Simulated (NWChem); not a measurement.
# doublet [CH6N]2+ at 3 levels

Wanted: a comparison of 3 runs (UHF/3-21G, UB3LYP/6-31G*) of doublet [CH6N]2+. 

The calculation is run with NWChem 7.3.0.

1 further run of the same task is left out (it didn't finish).

## 1. The system as given

[CH6N]2+: 8 atoms, total charge +2, spin state doublet. As SMILES of the parent species, `C[NH3+]`. The shape is that of a PBE0-D4/def2-TZVP optimisation. That shape belongs to the parent species and isn't relaxed for this state.

Bond lengths: C1–N2 1.497 Å, C1–H3 1.087 Å, C1–H4 1.088 Å, C1–H5 1.087 Å, N2–H6 1.023 Å, N2–H7 1.023 Å, N2–H8 1.023 Å. Some angles: C1–N2–H6 111.4°, C1–N2–H7 111.4°, C1–N2–H8 111.4°, N2–C1–H3 108.5°, N2–C1–H4 108.5°, N2–C1–H5 108.5°, H6–N2–H7 107.4°, H6–N2–H8 107.4°, H7–N2–H8 107.4°, H3–C1–H4 110.4°.

## 2. The energy at UHF/3-21G (run 1)

Input file a.nw:

```
start a
title "CH6N"
memory stack 880 mb heap 220 mb global 1100 mb
charge 2
geometry units angstroms noautosym nocenter noautoz
  C     -0.225100     0.293000    -0.663400
  N      0.218700    -0.284600     0.644500
  H     -0.041000    -0.440800    -1.444600
  H     -1.286800     0.519400    -0.597800
  H      0.345600     1.199300    -0.851500
  H      0.065500     0.371300     1.413900
  H      1.214900    -0.515300     0.632300
  H     -0.291800    -1.142300     0.866700
end
basis spherical bse
  * library 3-21G
end
scf
  doublet
  uhf
  thresh 1e-08
  maxiter 80
end
task scf
```

On the command line:

```
$ nwchem a.nw > a.out
```

The log of the run:

```text
[...]
  functions       =    30
[...]
  wavefunction    = UHF
[...]
         Total SCF energy =    -94.322465920339
      One electron energy =   -211.077169467405
      Two electron energy =     68.787181780802
 Nuclear repulsion energy =     47.967521766264
                       Sz =      0.5000
                 Sz(Sz+1) =      0.7500
                      S^2 =      0.7569
[...]
```

Wall time 7.2 s (1 thread of AMD EPYC, shared host); peak memory 0.1 GiB.

## 3. The energy at UB3LYP/6-31G(d) (spherical functions) (run 2)

Input file mol.nw:

```
start mol
title "CH6N B3LYP"
memory total 2200 mb
charge 2

geometry units angstrom noautosym nocenter noautoz
   C     -0.225100     0.293000    -0.663400
   N      0.218700    -0.284600     0.644500
   H     -0.041000    -0.440800    -1.444600
   H     -1.286800     0.519400    -0.597800
   H      0.345600     1.199300    -0.851500
   H      0.065500     0.371300     1.413900
   H      1.214900    -0.515300     0.632300
   H     -0.291800    -1.142300     0.866700
end

basis spherical bse
   * library 6-31G*
end

dft
   xc b3lyp
   mult 2
   grid xfine
   convergence energy 1e-08
   maxiter 100
   mulliken
   print low
end

task dft energy
```

On the command line:

```
$ nwchem mol.nw > mol.out
```

The log of the run:

```text
[...]
 d= 0,ls=0.0,diis     1    -95.1655822957 -1.43D+02  1.90D-02  7.51D-01     5.6
[...]
 d= 0,ls=0.0,diis    20    -95.4582444581 -3.90D-11  4.01D-07  6.23D-11    86.6
[...]
         Total DFT energy =      -95.458244458060
      One electron energy =     -212.124042847298
           Coulomb energy =       82.640374187725
    Exchange-Corr. energy =      -13.942097564752
 Nuclear repulsion energy =       47.967521766264
[...]
      Total Density - Mulliken Population Analysis
     ---------------------------------------------
    Atom       Charge   Shell Charges
 -----------   ------   -------------------------------------------------------
    1 C    6     6.29   2.00  0.75  2.04  0.71  0.76  0.04
    2 N    7     7.72   2.00  0.79  2.60  0.86  1.44  0.03
    3 H    1     0.50   0.43  0.07
    4 H    1     0.50   0.43  0.07
    5 H    1     0.59   0.49  0.10
    6 H    1     0.46   0.44  0.02
    7 H    1     0.46   0.44  0.02
    8 H    1     0.48   0.46  0.03
[...]
      <S2> =      0.7533 (Exact =     0.7500)
[...]
```

Wall time 87 s (1 thread of AMD EPYC, shared host); peak memory 0.14 GiB.

## 4. A single-point energy at UB3LYP/6-31G(d) (Cartesian functions) (run 3)

Input file run.py:

```python
from ase import Atoms
from ase.calculators.nwchem import NWChem

molecule = Atoms(['C', 'N', 'H', 'H', 'H', 'H', 'H', 'H'], positions=[
    [-0.225100, 0.293000, -0.663400],
    [0.218700, -0.284600, 0.644500],
    [-0.041000, -0.440800, -1.444600],
    [-1.286800, 0.519400, -0.597800],
    [0.345600, 1.199300, -0.851500],
    [0.065500, 0.371300, 1.413900],
    [1.214900, -0.515300, 0.632300],
    [-0.291800, -1.142300, 0.866700],
])

calc = NWChem(
    label='ch6n',
    theory='dft',
    memory='2200 mb',
    basis='6-31G*',
    charge=2,
    dft={'xc': 'b3lyp', 'mult': '2', 'grid': 'xfine', 'convergence': 'energy 1e-08', 'iterations': '100', 'mulliken': None},
    task='energy',
)
molecule.calc = calc

e = molecule.get_potential_energy()
print(f"E = {e:.6f} eV")
```

On the command line:

```
$ export ASE_NWCHEM_COMMAND="nwchem PREFIX.nwi > PREFIX.nwo"
$ python run.py
```

The log of the run:

```text
E = -2597.602153 eV
```

The calculator wrote ch6n.nwi:

```
title "ch6n"

permanent_dir ch6n

scratch_dir ch6n

start ch6n

geometry units angstrom nocenter noautosym noautoz
  C  -2.2509999999999999e-01 2.9299999999999998e-01 -6.6339999999999999e-01
  N  2.1870000000000001e-01 -2.8460000000000002e-01 6.4449999999999996e-01
  H  -4.1000000000000002e-02 -4.4080000000000003e-01 -1.4446000000000001e+00
  H  -1.2867999999999999e+00 5.1939999999999997e-01 -5.9780000000000000e-01
  H  3.4560000000000002e-01 1.1993000000000000e+00 -8.5150000000000003e-01
  H  6.5500000000000003e-02 3.7130000000000002e-01 1.4138999999999999e+00
  H  1.2149000000000001e+00 -5.1529999999999998e-01 6.3229999999999997e-01
  H  -2.9180000000000000e-01 -1.1423000000000001e+00 8.6670000000000003e-01
end

charge 2

memory 2200 mb

basis noprint
   * library 6-31G*
end

dft
  xc b3lyp
  mult 2
  grid xfine
  convergence energy 1e-08
  iterations 100
  mulliken
end

task dft energy
```

ch6n.nwo:

```text
Northwest Computational Chemistry Package (NWChem) 7.3.0
             --------------------------------------------------------

           Job information
           ---------------

    nwchem branch   = 7.3.0
    use scalapack   = T
    input           = ch6n.nwi
    prefix          = ch6n.
    data base       = ch6n/ch6n.db
    status          = startup
    nproc           =        1

           Memory information
           ------------------

    heap     =     72089598 doubles =      550.0 Mbytes
    stack    =     72089595 doubles =      550.0 Mbytes
    global   =    144179200 doubles =     1100.0 Mbytes (distinct from heap & stack)
    total    =    288358393 doubles =     2200.0 Mbytes
    verify   = yes
    hardfail = no

           Directory information
           ---------------------

  0 permanent = ch6n
  0 scratch   = ch6n

                                NWChem Input Module
                                -------------------

                                       ch6n
                                       ----

[... 25 lines left out ...]
            Nuclear Dipole moment (a.u.)
[... 69 lines left out ...]
  convergence criterion.
[... 16 lines left out ...]
          Convergence on density requested:  1.00D-05
[... 23 lines left out ...]
          Spatial weights used:  Erf1
[... 3 lines left out ...]
          Convergence aids based upon iterative change in
[... 98 lines left out ...]
         Total DFT energy =      -95.460119188045
[... 1 line left out ...]
           Coulomb energy =       82.596162919832
[... 1 line left out ...]
 Nuclear repulsion energy =       47.967521766264
[... 303 lines left out ...]
                     DFT Final Beta Molecular Orbital Analysis
[... 360 lines left out ...]
   alpha     31     32     33     34     35     36     37     38     39     40
    beta     30     32     33     34     35     36     37     38     39     40
 overlap   1.000  1.000  0.961  0.999  0.961  0.999  0.996  1.000  0.999  0.999

   alpha     41     42
    beta     41     42
 overlap   1.000  1.000

     --------------------------
     Expectation value of S2:
     --------------------------
      <S2> =      0.7533 (Exact =     0.7500)

 center of mass
 --------------
 x =   0.02168151 y =  -0.02816836 z =   0.06387490

 moments of inertia (a.u.)
 ------------------
          82.942161198033           7.733864088658         -17.513692958539
           7.733864088658          78.820990051487          22.791595363146
         -17.513692958539          22.791595363146          37.275874616071

     Multipole analysis of the density
     ---------------------------------

     L   x y z        total         alpha         beta         nuclear
     -   - - -        -----         -----         ----         -------
     0   0 0 0      2.000000     -9.000000     -8.000000     19.000000

     1   1 0 0     -0.119225      0.074719     -0.546756      0.352812
[... 8 lines of this table left out ...]
     2   0 0 2     -0.752124    -23.374084    -19.758113     42.380073

 Task  times  cpu:       92.0s     wall:       92.0s
 Total times  cpu:       92.1s     wall:       92.1s
```

Run time: 94 s. Hardware: 1 thread of AMD EPYC, shared host; peak memory 0.14 GiB.

## 5. All runs side by side

| run | level | iteration cap | module | energy (Eh) | HOMO energy (eV) | LUMO energy (eV) | ⟨S²⟩ | wall time |
| --- | --- | --- | --- | --- | --- | --- | --- | --- |
| 1 | UHF/3-21G | 80 | scf | -94.322466 | -30.14 | -18.77 | 0.757 | 7.2 s |
| 2 | UB3LYP/6-31G* (spherical functions) | 100 | dft | -95.458244 | – | – | 0.753 | 87 s |
| 3 | UB3LYP/6-31G* (Cartesian functions) | 100 | dft | -95.460119 | -25.96 | -23.88 | 0.753 | 94 s |

## 6. Results

```
                                 quantity         value
                      run 3: total energy  -95.46012 Eh
run 3: HOMO energy (highest over α and β)     -25.96 eV
 run 3: LUMO energy (lowest over α and β)     -23.88 eV
                              run 3: ⟨S²⟩         0.753
```

All runs together took 3.1 min, the longest 94 s.
